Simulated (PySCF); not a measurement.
Job file and geometry (Å, from PBE0-D3(BJ)/def2-SVP) of an NMR shielding run on `OP(=O)(O)O`, H3O4P, PySCF, GIAO BLYP/pcSseg-1 NMR shielding, non-relativistic, gas phase; density fitting, a coarse starting grid and PySCF grid level 2 are the driver's defaults:

```
{"job": {"kind": "nmr", "xc": "BLYP", "basis": "pcSseg-1", "pop": false}, "charge": 0, "multiplicity": 1}
O     -1.128652     0.990227     0.631894
P     -0.108682     0.094166     0.052355
O     -0.630484    -0.990208    -1.007647
O      1.077580     0.801096    -0.764070
O      0.702003    -0.823622     1.089685
H     -1.357342    -0.633687    -1.533991
H      1.319366     1.643325    -0.358343
H      0.144341    -1.062457     1.840976
```

Q: What does the program print?

A: 
```
coarse grid: 7832 points
cycle   1  E = -643.5583918641  dE =  1.296e+00  |g| = 1.594e+00  |ddm| = 2.848e+00
cycle   2  E = -642.2660237233  dE =  1.292e+00  |g| = 3.006e+00  |ddm| = 2.974e+00
cycle   3  E = -643.9201250888  dE = -1.654e+00  |g| = 5.900e-01  |ddm| = 2.366e+00
cycle   4  E = -643.9820976859  dE = -6.197e-02  |g| = 1.599e-01  |ddm| = 4.531e-01
cycle   5  E = -643.9859349438  dE = -3.837e-03  |g| = 4.077e-02  |ddm| = 1.047e-01
cycle   6  E = -643.9862803831  dE = -3.454e-04  |g| = 9.387e-03  |ddm| = 4.178e-02
cycle   7  E = -643.9862985815  dE = -1.820e-05  |g| = 1.087e-03  |ddm| = 7.188e-03
cycle   8  E = -643.9862987553  dE = -1.738e-07  |g| = 4.672e-04  |ddm| = 7.924e-04
final grid: 72880 points
cycle   9  E = -644.0781734746  dE = -2.781e-05  |g| = 4.624e-03  |ddm| = 1.287e-02
cycle  10  E = -644.0781645813  dE =  8.893e-06  |g| = 8.414e-03  |ddm| = 8.574e-03
cycle  11  E = -644.0781762819  dE = -1.170e-05  |g| = 2.058e-03  |ddm| = 6.490e-03
cycle  12  E = -644.0781770215  dE = -7.396e-07  |g| = 5.612e-04  |ddm| = 1.512e-03
cycle  13  E = -644.0781770730  dE = -5.144e-08  |g| = 1.579e-04  |ddm| = 3.725e-04
cycle  14  E = -644.0781770775  dE = -4.503e-09  |g| = 2.435e-05  |ddm| = 1.267e-04
cycle  15  E = -644.0781770775  dE = -7.924e-11  |g| = 1.249e-05  |ddm| = 1.976e-05
converged SCF energy = -644.0781770775

GIAO shielding tensors (ppm)
atom      isotropic    diamagn.    paramagn.     s11        s22        s33       span
  0 O      152.634     399.663    -247.029    122.731    124.175    210.996     88.265
  1 P      285.486     966.541    -681.055    211.496    213.100    431.864    220.368
  2 O      217.546     390.717    -173.170    177.409    183.372    291.857    114.448
  3 O      216.817     390.784    -173.968    176.979    182.715    290.756    113.777
  4 O      216.974     390.827    -173.854    175.370    182.763    292.788    117.418
  5 H       28.696      30.813      -2.117     22.167     23.982     39.940     17.774
  6 H       28.715      30.867      -2.152     22.192     24.004     39.950     17.758
  7 H       28.688      30.873      -2.185     22.170     23.995     39.899     17.729
```

Size and cost of the density-fitted run: 107 basis functions, about 6 core-seconds.
